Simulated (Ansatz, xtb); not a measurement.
Relative energy of two isomers of C3H5FS2

Structure a: `FC1SCCS1`, a singlet. Structure b: `FCC(=S)CS`, a singlet. Both are isolated molecules in the gas phase, relaxed with B3LYP/def2-SVP; the shapes shown needn't be the lowest conformers.

a (Å):

```xyz
11

C     0.2748   -0.3134    0.5874
C     1.3332    0.5707    2.9748
C     1.9712    1.3061    1.8041
F    -0.5607    0.5496   -0.0840
S    -0.1525   -0.3412    2.3725
S     2.0206    0.1447    0.3862
H     0.1287   -1.3197    0.1654
H     2.0359   -0.1529    3.4147
H     1.0023    1.2710    3.7576
H     1.3881    2.1951    1.5199
H     3.0054    1.6110    2.0245
```

b (Å):

| atom | x (Å) | y (Å) | z (Å) |
| --- | --- | --- | --- |
| C | 2.3147 | 1.4687 | -1.2671 |
| C | 2.1293 | 1.2035 | 0.2126 |
| C | 0.9272 | 0.3937 | 0.6013 |
| F | 1.1214 | 1.4022 | -1.9577 |
| S | 3.2442 | 1.7147 | 1.2908 |
| S | 1.1815 | -1.3807 | 0.1501 |
| H | 3.0006 | 0.7074 | -1.6810 |
| H | 2.7673 | 2.4623 | -1.4126 |
| H | 0.7188 | 0.4855 | 1.6741 |
| H | 0.0486 | 0.7011 | 0.0152 |
| H | 2.1954 | -1.5892 | 1.0233 |

Quicker runs give these differences E(b) − E(a): GFN2-xTB +59.9 kJ/mol; HF/STO-3G +240.3 kJ/mol (at GFN2-xTB geometries); r2SCAN-D4/def2-SVP +54.9 kJ/mol (at GFN2-xTB geometries).

Question: Estimate E(b) − E(a) at the level CCSD(T)/def2-SVP + ΔMP2/def2-TZVPP.

Answer: Calculated at CCSD(T)/def2-SVP + ΔMP2/def2-TZVPP: E(b) − E(a) = +59.4 kJ/mol, so structure a lies lower.

The same difference at several levels:

```csv
level,geometry,E(b) − E(a) (kJ/mol),departure from the last row (kJ/mol),"job, with rough time for the two"
GFN2-xTB,GFN2-xTB,+59.9,+0.5,"optimisation, 0.32 s"
HF/STO-3G,GFN2-xTB,+240.3,+180.8,"single point, 0.68 s"
r2SCAN-D4/def2-SVP,GFN2-xTB,+54.9,−4.6,"single point, 4.6 s"
B3LYP/def2-SVP,B3LYP/def2-SVP,+40.5,−18.9,"optimisation, 56 s"
HF/def2-SVP,B3LYP/def2-SVP,+25.3,−34.2,part of the CCSD(T) run
MP2/def2-SVP,B3LYP/def2-SVP,+40.5,−18.9,part of the CCSD(T) run
CCSD(T)/def2-SVP,B3LYP/def2-SVP,+32.7,−26.8,single point
CCSD(T)/def2-SVP + ΔMP2/def2-TZVPP,B3LYP/def2-SVP,+59.4,,"single point, 55 s"
```

As drawn, b has 1 C–C, 1 C=S, 1 S–H in place of 3 C–S, 1 C–H. Structure a has a 5-membered ring, b no ring.

The levels shown agree on the order. The largest departure from CCSD(T)/def2-SVP + ΔMP2/def2-TZVPP is that of HF/STO-3G, 180.8 kJ/mol. The last row adds to CCSD(T) the change of the MP2 difference between the two basis sets, here +26.8 kJ/mol, a large step that makes the value less sure.

With thermal terms from frequencies at re-optimised GFN2-xTB minima (ideal gas, soft modes damped towards free rotors, one conformer each, 298.15 K, 1 atm): on the last row, ΔE + ΔZPE = +48.8, ΔH = +52.2, ΔG = +43.1 kJ/mol.

The correlated steps freeze 14 core orbitals. Codes used: Ansatz 0.2.0, xtb 6.7.1; the last row on 2 threads of Intel(R) Xeon(R) Processor on a shared host.
